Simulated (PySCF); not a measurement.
Two structures of BH₄OF, closed shell, reached by relaxing down either side of one saddle point (PBE0-D4/def2-TZVP). Energies are electronic, without zero-point energy. Computed with PySCF 2.14 with density fitting (its default auxiliary sets; JK sets also for MP2 and CCSD(T)) (basis: def2-TZVPP and def2-QZVPP); correlated methods freeze the cores. Extrapolation: Hartree–Fock as exp(−7.88 √X), correlation as X^−2.97. First:

```xyz
7
angstrom
B 0.1856 -0.2172 -0.6380
F -0.8895 -1.0677 -0.7695
H 1.2520 -0.7603 -0.4849
H 0.1317 0.7839 -1.3095
H -0.1002 -0.2949 1.5539
O -0.0622 0.4394 0.9281
H -0.9298 0.8633 0.9391
```

Second:

```tsv
atom	x (Å)	y (Å)	z (Å)
B1	0.4738	0.6219	-0.7993
F2	-0.5059	-2.1194	1.4118
H3	1.2145	-0.2097	-1.2242
H4	0.4098	1.7393	-1.2240
H5	-0.4255	-1.2919	0.9820
O6	-0.3315	0.2470	0.2268
H7	-0.9193	0.9352	0.5510
```

Problem. Which bonds change from the first to the second?

Solution. BH₂F ([BH2][F]) + H₂O → BH₃O ([BH2][OH]) + HF; bonds formed: F2–H5; dative contacts that become bonds: B1–O6; bonds broken: B1–F2, H5–O6.

Problem. Give the saddle point's structure and its height above each. (To be estimated.)

Solution. Computed: 92.4 kJ/mol above the first and 85.1 kJ/mol above the second (CCSD(T) at an estimated basis limit (MP2 extrapolated from triple and quadruple zeta, plus CCSD(T) − MP2 in triple zeta)).
```csv
atom,x (Å),y (Å),z (Å)
B1,0.1686,-0.0500,-0.5762
F2,-0.6137,-1.2781,0.2339
H3,1.1511,-0.5437,-1.0371
H4,-0.6428,0.4971,-1.2648
H5,-0.2689,-0.5326,0.9638
O6,0.3824,0.5688,0.7716
H7,-0.1766,1.3385,0.9087
```

T1 diagnostic: at most 0.013.

The step is the kind of ligand exchange by which a precursor binds to a hydroxyl group, or is hydrolysed, in atomic layer deposition of oxides.

Labels in which every atom is bracketed show which atoms are joined, not bond orders.

For scale, one of the runs: CCSD(T)/def2-TZVPP, 149 basis functions, launched by `OMP_NUM_THREADS=4 python run.py`. Time: 2.6 min of wall clock on 4 CPU threads of an Intel Xeon; the host was shared. Peak host memory: 1.1 GiB.
